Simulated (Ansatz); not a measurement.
Input for Ansatz (development build ahead of 0.2.0):

```yaml
crystal:
  periodic: [false, false, false]
  atoms:
    - { symbol: C, position_ang: [0.0, 0.0, 0.0] }
    - { symbol: H, position_ang: [0.0, 0.92, -0.63] }
    - { symbol: O, position_ang: [0.0, 0.0, 1.2348] }
basis:
  gaussian: { orbitals: STO-3G }
magnetization:
  initial_magnetization: 1
hamiltonian:
  xc: hf
correlation:
  method: ccsd_t
  frozen_orbitals: { C: 1, H: 0, O: 1 }
```

The input is written out in the form of the current development build from the run's settings. Correlation on restricted open-shell orbitals is semicanonical, with singles.

Output:

```yaml
Converged: yes
Reference_energy: -111.72617 hartree
CCSD_correlation_energy: -0.14279 hartree
Triples_correction: -0.00537 hartree
Total_energy: -111.87433 hartree
Spin_squared_of_the_determinant: 0.750
```
